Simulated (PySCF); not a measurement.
## Level of theory and proton affinities: hydrogen cyanide

Structure: `C#N` (CHN). Atom numbers as in the mapped SMILES `[CH:1]#[N:2]`.

All levels share the PBE0-D3(BJ)/def2-SVP structures and the PBE0-D3(BJ)/def2-SVP thermal terms; only the single-point energies (PySCF) change. Values are proton affinities (298 K, kJ/mol).

| level | N2 | abs. error | time |
| --- | --- | --- | --- |
| LDA/def2-TZVP | 694 | 15.9 | 1.7 s |
| PBE0-D3(BJ)/6-31+G* | 702 | 7.8 | 0.74 s |
| ωB97M-D3(BJ)/def2-TZVP (grid 3) | 705 | 5.3 | 2.5 s |
| M06-2X/def2-TZVP (grid 3) | 705 | 5.1 | 2.5 s |
| PBE0-D3(BJ)/pcseg-1 | 706 | 4.3 | 0.72 s |
| PBE0-D3(BJ)/def2-SV(P) | 707 | 2.5 | 0.7 s |
| PBE0-D3(BJ)/aug-pcseg-1 | 707 | 2.5 | 1.1 s |
| BLYP-D3(BJ)/def2-TZVP | 708 | 2.4 | 2.1 s |
| CAM-B3LYP-D3(BJ)/def2-TZVP | 708 | 1.7 | 1.3 s |
| PBE-D3(BJ)/def2-TZVP | 709 | 0.7 | 2.1 s |
| PBE0-D3(BJ)/aug-cc-pVDZ | 709 | 0.5 | 1.1 s |
| BP86-D3(BJ)/def2-TZVP | 711 | 0.9 | 2 s |
| r2SCAN-D3(BJ)/def2-TZVP (grid 3) | 711 | 1.4 | 3.2 s |
| PBE0-D3(BJ)/6-311+G** | 713 | 2.6 | 0.9 s |
| B3LYP-D3(BJ)/def2-TZVP | 713 | 2.8 | 1.2 s |
| PBE0-D3(BJ)/6-311++G(2d,2p) | 713 | 3.1 | 1.1 s |
| PBE0-D3(BJ)/6-31G* | 713 | 3.5 | 0.65 s |
| PBE0-D3(BJ)/cc-pVDZ | 715 | 4.6 | 0.72 s |
| HSE06/def2-TZVP | 715 | 5.1 | 2.6 s |
| PBE0-D3(BJ)/ma-def2-TZVP | 715 | 5.5 | 1.3 s |
| PBE0-D3(BJ)/def2-TZVPD | 716 | 5.8 | 1.5 s |
| PBE0-D3(BJ)/def2-TZVP | 716 | 6.0 | – |
| BHandHLYP/def2-TZVP | 716 | 6.4 | 1.1 s |
| PBE0-D3(BJ)/jun-cc-pV(T+d)Z | 717 | 6.8 | 1.6 s |
| PBE0-D3(BJ)/ma-def2-SVP | 717 | 6.9 | 0.76 s |
| PBE0-D3(BJ)/aug-cc-pVTZ | 717 | 7.0 | 2.4 s |
| PBE0-D3(BJ)/aug-cc-pVQZ | 718 | 7.6 | 5.1 s |
| PBE0-D3(BJ)/def2-QZVPPD | 718 | 7.7 | 3.8 s |
| PBE0-D3(BJ)/def2-QZVP | 718 | 7.8 | 3.3 s |
| PBE0-D3(BJ)/pcseg-2 | 718 | 7.8 | 1.4 s |
| PBE0-D3(BJ)/def2-TZVPP | 718 | 7.9 | 1.4 s |
| ωB97X-D3(BJ)/def2-TZVP | 718 | 7.9 | 1.3 s |
| TPSS-D3(BJ)/def2-TZVP (grid 3) | 718 | 8.0 | 3.4 s |
| M06/def2-TZVP (grid 3) | 718 | 8.3 | 2.7 s |
| PBE0-D3(BJ)/cc-pVTZ | 719 | 8.8 | 1.3 s |
| TPSSh-D3(BJ)/def2-TZVP (grid 3) | 720 | 9.6 | 2.6 s |
| M06-L/def2-TZVP (grid 3) | 721 | 10.7 | 3.5 s |
| PBE0-D3(BJ)/def2-SVPD | 721 | 10.8 | 0.93 s |
| LC-ωPBE/def2-TZVP | 722 | 12.0 | 2.3 s |
| B97-2/def2-TZVP | 722 | 12.4 | 1.2 s |
| PBE0-D3(BJ)/def2-SVP | 724 | 14.5 | 0.75 s |
| OPBE/def2-TZVP | 725 | 15.0 | 2.1 s |
| HF/def2-TZVP | 726 | 15.9 | 0.39 s |
| PBE0-D3(BJ)/6-31G | 729 | 19.4 | 0.57 s |
| ATcT 1.112 | 710 |  |  |

Times are wall times for all single points of a level on 1 thread of Intel Xeon @ 2.80GHz, a shared host; the dash marks the run that also made the structures. BLYP, BP86, HSE06, LC-ωPBE, LDA, M06-L, OPBE, PBE, TPSS, r2SCAN ran on a slower path of this set-up, which computes the density-fitting integrals anew in every SCF cycle while the other levels store them. So the times needn't show the usual order of cost, and those levels read slower than they are.

Hartree-Fock leaves out electron correlation, so its proton affinities can be off by tens of kJ/mol.

The spread: 35 kJ/mol, from 694 to 729.
